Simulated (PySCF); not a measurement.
Input of a response calculation (the driver script's job line, then coordinates in Å):

```
{"job": {"kind": "uv", "xc": "PBE0", "basis": "def2-SVPD", "nstates": 8, "ntriplets": 3}, "charge": 1, "multiplicity": 1}
F      1.406474    -0.145613     0.217886
P     -0.124496     0.013651    -0.023474
H     -0.643520    -0.057506     1.256177
H     -0.211133     1.254761    -0.627064
H     -0.418704    -1.062441    -0.840709
```

The calculation used PySCF, TDDFT PBE0/def2-SVPD, vertical, gas phase, core orbitals frozen in the response. Job line and output are in the format of a driver script around the code.

**Question.** Give the output.

**Answer.** 
```
coarse grid: 4576 points
cycle   1  E = -442.1826081926  dE =  4.834e-01  |g| = 4.818e-01  |ddm| = 2.269e+00
cycle   2  E = -442.1402564845  dE =  4.235e-02  |g| = 7.395e-01  |ddm| = 1.236e+00
cycle   3  E = -442.2358251015  dE = -9.557e-02  |g| = 8.377e-02  |ddm| = 6.474e-01
cycle   4  E = -442.2371440588  dE = -1.319e-03  |g| = 8.267e-03  |ddm| = 1.280e-01
cycle   5  E = -442.2371595725  dE = -1.551e-05  |g| = 1.037e-03  |ddm| = 1.489e-02
cycle   6  E = -442.2371598280  dE = -2.555e-07  |g| = 1.166e-04  |ddm| = 1.513e-03
final grid: 39648 points
cycle   7  E = -442.2848266019  dE = -4.377e-06  |g| = 1.398e-03  |ddm| = 3.556e-02
cycle   8  E = -442.2848267760  dE = -1.741e-07  |g| = 1.268e-03  |ddm| = 3.692e-03
cycle   9  E = -442.2848270852  dE = -3.092e-07  |g| = 3.860e-04  |ddm| = 1.846e-03
cycle  10  E = -442.2848271102  dE = -2.500e-08  |g| = 1.795e-05  |ddm| = 3.366e-04
cycle  11  E = -442.2848271103  dE = -5.787e-11  |g| = 3.261e-06  |ddm| = 4.210e-05
converged SCF energy = -442.2848271103

Static polarisability (au): isotropic 19.964, principal 19.940 19.944 20.007

Singlet excitations
state   eV       nm        f      main configurations
  1   8.4700    146.4   0.00203   H->L 0.99
  2   8.4710    146.4   0.00202   H-1->L 0.99
  3  10.9453    113.3   0.00000   H-1->L+1 0.50, H->L+2 0.50
  4  11.2169    110.5   0.00001   H-2->L 0.28, H-3->L 0.17, H->L+1 0.12
  5  11.2183    110.5   0.00001   H-3->L 0.28, H-2->L 0.17, H->L+2 0.12
  6  11.4902    107.9   0.00288   H->L+1 0.46, H-1->L+2 0.45
  7  11.6053    106.8   0.00366   H->L+3 0.37, H-2->L 0.30, H-3->L 0.15
  8  11.6069    106.8   0.00377   H-1->L+3 0.37, H-3->L 0.30, H-2->L 0.14

Triplet excitations (Tamm-Dancoff, eV): 7.8008 7.8020 10.0891
```

Isolated species at its GFN2-xTB geometry, gas phase.

The SCF starts on a coarse grid; the energy jumps when the final grid takes over, and dE counts afresh there. H and L stand for HOMO and LUMO.
